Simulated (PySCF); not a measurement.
## Sulfur: a sound run and one with changed settings

Sound run: S [Ne] 3s2 3p4, S⁺ [Ne] 3s2 3p3. Calculation: PySCF 2.14, in pcseg-2; the non-relativistic Hamiltonian (point nucleus). In the sound run the correlated levels freeze [Ne]. The sound run starts from symmetry-adapted Hartree-Fock orbitals and uses a fine grid where one is needed.

Changed run: basis STO-3G. This setting is unsound on purpose.

| species | method | sound run (hartree) | changed run (hartree) | converged |
| --- | --- | --- | --- | --- |
| S | UHF | -397.50176 | -393.13022 | yes |
| S | LDA | -396.73795 | -392.24372 | yes |
| S | B3LYP | -398.14151 | -393.67264 | yes |
| S | MP2 | -397.60962 | -393.13022 | yes |
| S⁺ | UHF | -397.16238 | -392.92422 | yes |
| S⁺ | LDA | -396.34945 | -391.98220 | yes |
| S⁺ | B3LYP | -397.75335 | -393.40787 | yes |
| S⁺ | MP2 | -397.24793 | -392.92422 | yes |

Ionisation energy of S:

```
 method  sound run (eV)  changed run (eV)
    UHF           9.235             5.606
    LDA          10.572             7.116
  B3LYP          10.562             7.205
    MP2           9.842             5.606
SCS-MP2           9.919             5.606
```

A minimal basis cannot let orbitals breathe on ionisation and holds almost no correlation.

For comparison, NIST gives 10.360 eV between the lowest levels.
